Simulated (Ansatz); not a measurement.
**BHF+ (singlet): the correlation ladder, cc-pVDZ**

The task here is to estimate one member of a computed series from the others.

Program: Ansatz 0.2.0, Gaussian basis. Level of theory: cc-pVDZ, core rule «outside noble gas», up to 2 orbitals frozen. These are calculated values, not measurements.

To be run: UHF; CCSD(T) on RHF; BCCD(T) on RHF; CISD; CCSDT(Q) on RHF; CASSCF and MRCISD+Q, 10 electrons in 9 orbitals; CASSCF and NEVPT2, 10 electrons in 9 orbitals.

31 further runs of the same task are left out: 12 for a known fault of the program, 8 that didn't finish, 11 set aside as unsound or not needed. Runs told in other sessions of the task aren't counted.

### What is computed

The geometry is a PBE0/def2-TZVP stationary point (not a proven minimum) of the parent state, kept for this charge and spin.

3 atoms, charge 1, spin multiplicity 1.

Atoms are counted from 1 here; the program's logs count them from 0.

Bond lengths: B1–F2 1.301 Å, B1–H3 1.206 Å. Angles: F2–B1–H3 121.0°.

Coordinates:

```xyz
3
BFH
B     0.0000   -0.1933    0.7581
F     0.0000    0.0733   -0.5151
H     0.0000    0.6919    1.5776
```

Set-up of the first run:

Input file in.yaml:

```yaml
crystal:
  periodic: [false, false, false]
  atoms:
    - {symbol: B, position_ang: [0.000000, -0.193343, 0.758138]}
    - {symbol: F, position_ang: [0.000000, 0.073312, -0.515115]}
    - {symbol: H, position_ang: [0.000000, 0.691921, 1.577603]}
basis:
  gaussian: {orbitals: cc-pVDZ}
total_charge: 1
magnetization: {spin_polarized: true, initial_magnetization: 0}
hamiltonian: {xc: hf}
output: {orbitals: {seedname: orbitals}}
```

Launch:

```sh
$ ansatz run in.yaml --threads 1 --pin off --events-out ev --progress --plain --max-ram 2393MiB
```

Steps of the session up to this table: UHF; CCSD(T) on RHF; BCCD(T) on RHF; CISD; CCSDT(Q) on RHF; CASSCF and MRCISD+Q, 10 electrons in 9 orbitals; CASSCF and NEVPT2, 10 electrons in 9 orbitals.

One table of the session follows, with a row left open; its other results are not shown here.

| method | from RCCSDT(Q) (kcal/mol) |
| --- | --- |
| RHF | +173.54 |
| RMP2 | +11.64 |
| CISD | +14.46 |
| RCCSD | +5.18 |
| RCCSD(T) | +0.76 |
| BCCD(T) | ? |
| RCCSDT | +0.39 |
| RCCSDT(Q) | 0 |
| CASSCF valence | +90.44 |
| NEVPT2 valence | +17.63 |
| MRCISD valence | +3.60 |
| MRCISD+Q valence | +0.84 |

**Question.** Estimate the row for BCCD(T).

As computed: from RCCSDT(Q) (kcal/mol): +0.61. In the column «from RCCSDT(Q) (kcal/mol)» it lies between RCCSDT (+0.39) and RCCSD(T) (+0.76).
